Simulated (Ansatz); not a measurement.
# doublet AlS: levels of theory in one basis

```xyz
2

Al    0.0000    0.0000    0.0000
S     0.0000    0.0000    2.2319
```

Basis set: def2-SVP (spherical functions). Left uncorrelated: 10 orbitals. Correlation on ROHF uses semicanonical orbitals with singles. Charge 0, multiplicity 2.

Computed with Ansatz (development build ahead of 0.2.0); each method stands on the lowest determinant of its kind that the runs found.

```tsv
method	E − E(ROHF) (eV)	<S²> of the determinant
ROHF	0.00	0.75
UHF	-0.11	0.87
UHF-MP2	-3.90	0.87
UHF-CCSD(T)	-4.90	0.87
```

Q: What does ROHF-MP2 give on the same scale?

A: -3.97 eV.

Caution for UHF, UHF-MP2, UHF-CCSD(T): the unrestricted determinant is spin contaminated; the determinant may break the point group. Caution for ROHF-MP2: a plain start can end on a higher determinant. Caution for ROHF-MP2, UHF-MP2, UHF-CCSD(T): another reference gives a lower total.
